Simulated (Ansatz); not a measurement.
Results of PBEsol in Ansatz (PAW) for fcc Ca.

Settings: plane-wave cutoff 520 eV, 18×18×18 k mesh, Fermi–Dirac smearing 0.05 eV, scalar-relativistic PAW data made under PBE.

Computed at the level's own relaxed cell.

Question: Predict the lattice parameter a and bulk modulus.

Answer: 
- lattice parameter a: 5.455 Å
- bulk modulus: 18.0 GPa

The run finds no gap.

Measured, for comparison: lattice constant a 5.553 Å (low-temperature or extrapolated to 0 K; zero-point anharmonic expansion removed; as tabulated in Csonka et al. (2009), arXiv:0903.4037); bulk modulus 18.6 GPa (corrected for temperature and zero-point phonon effects, our sources range from 15.9 to 18.7; as tabulated in Levämäki et al. (2014), arXiv:1402.3671). Computed (rounded) less measured: lattice constant a -1.8 %, bulk modulus not scored (sources differ).

Note: the bulk modulus is −V dP/dV from two relaxed cells at ±2 % in volume.

Static lattice: no zero-point or thermal effects.

Ansatz is an electronic-structure program.
